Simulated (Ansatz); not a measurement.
# AlH₄ (doublet): wave-function methods side by side at distance H2–H3 = 0.698 Å, 6-31G

One table from this session's results is given with a row withheld; the runs are named, their logs left out.

Computed with Ansatz 0.2.0, Gaussian basis. Level: 6-31G, core rule «outside noble gas», up to 5 orbitals frozen.

To be run: UHF; CCSD(T) on ROHF; CCSD(T) on UHF; BCCD(T) on ROHF; CISD; CCSDT(Q) on ROHF; CCSDT(Q) on UHF; CISDTQ; CCSDTQ on ROHF; CCSDTQ on UHF; CASSCF and MRCISD+Q, 3 electrons in 3 orbitals; CASSCF and NEVPT2, 3 electrons in 3 orbitals; Full CI.

27 further runs of the same task are left out: 8 for a known fault of the program, 4 for a mislabelled method, 10 that didn't finish, 5 set aside as unsound or not needed.

### The system

The geometry derives from a PBE0/def2-TZVP stationary point (not a proven minimum). One bond is set to the value named and the two fragments are kept rigid.

5 atoms, charge 0, spin multiplicity 2.

Atoms are counted from 1 here; the program's logs count them from 0.

Bond lengths: Al1–H4 1.595 Å, Al1–H5 1.595 Å, H2–H3 0.698 Å. Angles: H4–Al1–H5 120.0°.

Set-up of the first run:

in.yaml reads:

```yaml
crystal:
  periodic: [false, false, false]
  atoms:
    - {symbol: Al, position_ang: [-0.062089, 0.000116, -0.132854]}
    - {symbol: H, position_ang: [0.446500, 0.001771, 1.985686]}
    - {symbol: H, position_ang: [-0.250918, -0.007981, 1.958927]}
    - {symbol: H, position_ang: [0.731079, 1.383279, -0.188883]}
    - {symbol: H, position_ang: [0.735390, -1.380160, -0.199376]}
basis:
  gaussian: {orbitals: 6-31G}
magnetization: {spin_polarized: true, initial_magnetization: 1}
hamiltonian: {xc: hf}
output: {orbitals: {seedname: orbitals}}
```

Command:

```
ansatz run in.yaml --threads 1 --pin off --events-out ev --progress --plain --max-ram 2393MiB
```

Steps of the session up to this table: UHF; CCSD(T) on ROHF; CCSD(T) on UHF; BCCD(T) on ROHF; CISD; CCSDT(Q) on ROHF; CCSDT(Q) on UHF; CISDTQ; CCSDTQ on ROHF; CCSDTQ on UHF; CASSCF and MRCISD+Q, 3 electrons in 3 orbitals; CASSCF and NEVPT2, 3 electrons in 3 orbitals; Full CI.

One table of the session follows, with a row left open; its other results are not shown here.

```
   method  from FCI (kcal/mol)
     ROHF               +44.04
      UHF               +43.83
     RMP2               +13.63
     UMP2               +13.57
     CISD                +1.89
    RCCSD                +0.61
    UCCSD                    ?
 RCCSD(T)                +0.21
 UCCSD(T)                +0.21
  BCCD(T)                +0.21
   RCCSDT                +0.01
   UCCSDT                +0.01
   CISDTQ                +0.03
RCCSDT(Q)                 0.00
UCCSDT(Q)                 0.00
  RCCSDTQ                 0.00
  UCCSDTQ                 0.00
      FCI                    0
```

**Question.** Estimate the row for UCCSD.

As computed: from FCI (kcal/mol): +0.60. In the column «from FCI (kcal/mol)» it lies between BCCD(T) (+0.21) and RCCSD (+0.61).

Among the levels timed on like hardware and quicker than the yardstick, those that no quicker one beats, quickest first: CISD (0.24 s, +1.89 kcal/mol); UCCSD(T) (0.27 s, +0.21 kcal/mol); UCCSDT(Q) (0.81 s, 0.00 kcal/mol). Runs this short are mostly start-up, so their order is noise.

Left out of the table: CASSCF pair, NEVPT2 pair, MRCISD pair, MRCISD+Q pair (the active space lost an orbital or holds another state than full CI finds).

To keep in mind: The yardstick is full CI for this spin, exact in this basis with these frozen cores. Levels on UHF freeze UHF's core orbitals, full CI those of ROHF, so the U rows can settle a little off it for that reason alone. Restricted and unrestricted rows rest on different reference determinants; where their highest levels disagree by more than a few hundredths of an eV, they describe different states and don't form one ladder. Warnings in the runs' records: passed over end.
